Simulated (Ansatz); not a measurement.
## Worked example: correlation energy of HNAl, doublet

Geometry: a point of a breathe scan, not a stationary point.

```xyz
3

Al    0.0000    0.0289    0.5633
N     0.0000   -0.0944   -0.9693
H     0.0000    0.5376   -1.6093
```

Basis 6-31G; Ansatz 0.2.0. Correlated methods freeze the noble-gas cores, which leaves 9 electrons in 18 orbitals. R marks a restricted (for open shells ROHF) determinant.

Full CI is exact within this basis and frozen core; it isn't the basis-set limit.

The cluster runs stand on a determinant 0.25 eV above the lowest RHF solution, chosen by trial CCSD; the correlation energy below is counted from it.

Runs differ by some tens of microhartree through their thresholds and, for an open shell, their frozen cores, so steps under 0.03 kcal/mol mean nothing.

```csv
level,total energy (hartree)
RHF determinant under the cluster runs,-296.774528
RMP2,-296.930297
RCCSD,-296.936412
RCCSD(T),-296.944634
RCCSDT,-296.945215
RCCSDT(Q),-296.945715
RCCSDTQ,-296.945899
full CI,-296.945851
```

Q: What is the correlation energy at full CI, and what share of it do RMP2 and RCCSDT(Q) recover?

A: E(corr) = -296.945851 − (-296.774528) = -0.171323 hartree = -4.662 eV. RMP2: -0.155769 / -0.171323 = 90.92 %. RCCSDT(Q): -0.171187 / -0.171323 = 99.92 %.

Q: By how many kcal/mol does RCCSD(T) miss full CI (1 hartree = 627.509 kcal/mol), and which steps make up the rest?

A: -296.944634 − (-296.945851) = 0.001217 hartree = 0.76 kcal/mol. Steps: RCCSDT − RCCSD(T) = -0.36, RCCSDT(Q) − RCCSDT = -0.31, RCCSDTQ − RCCSDT(Q) = -0.12, full CI − RCCSDTQ = 0.03 kcal/mol. That is within 1 kcal/mol of the reference in this basis, which itself misses far more of the correlation at the basis-set limit.
